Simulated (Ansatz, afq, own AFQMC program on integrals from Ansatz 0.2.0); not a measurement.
# Where AFQMC and coupled cluster stand for Ga, doublet

A free Ga atom.

Basis aug-cc-pVTZ. Only valence electrons are correlated. Ansatz 0.2.0 and our own AFQMC program on the same integrals; the CISD trial comes from CCSD amplitudes, and released means the phaseless constraint is let go. Free AFQMC starts from the CCSD state and is never constrained. Its projection time is finite, and what remains of the start isn't in its error. Error bars are statistical, one sigma. No spin–orbit coupling.

Determinant: UHF, the one that the program's search chose, which needn't be the lowest solution.

Full CI on the same integrals is exact in this basis and with this determinant's frozen core.

Cautions: no relativity below Rb; no spin-orbit coupling; inner d shell frozen.

The T1 diagnostic is 0.0140. The weight of the determinant in the CISD state is 0.943 and the ⟨S²⟩ of the determinant is 0.763. The size of the correlated space is 3 electrons in 45 orbitals.

| level | correlation energy (eV) |
| --- | --- |
| MP2 | -0.9169 |
| CCSD | -1.2719 |
| CCSD(T) | -1.2965 |

(1) Estimate where full CI lies against CCSD(T) on the same integrals.

(1) 8.9 meV below CCSD(T).

Reference: full CI, correlation energy -1.305 eV. The released energy is read at 1.50 1/Eh (meV from the phaseless value at times in 1/Eh: -0.5 ± 0.5 at 0.24, -0.6 ± 0.5 at 0.50, -1.3 ± 0.3 at 1.00, -2.6 ± 1.5 at 1.50).

```json
{"level": "CCSD(T)", "E − E(reference) (meV)": "8.9", "share of correlation (%)": "99.32"}
{"level": "ph-AFQMC/HF", "E − E(reference) (meV)": "66.2 ± 8.6", "share of correlation (%)": "94.93"}
{"level": "ph-AFQMC/CISD", "E − E(reference) (meV)": "2.5 ± 0.5", "share of correlation (%)": "99.81"}
{"level": "released AFQMC", "E − E(reference) (meV)": "-0.1 ± 1.5", "share of correlation (%)": "100.01"}
{"level": "free AFQMC", "E − E(reference) (meV)": "-0.2 ± 0.2", "share of correlation (%)": "100.02"}
```

Free projections are given only where their last times agree within the noise and don't stop above the reference; a slow remainder of the start can still hide under it. A walk keeps the symmetry of its determinant, which the program's search chose and which needn't be the lowest solution, so a lower state of the same spin and another symmetry isn't excluded. Released energies are given only where the last usable release times agree within the noise; a slower fall can still hide under it.
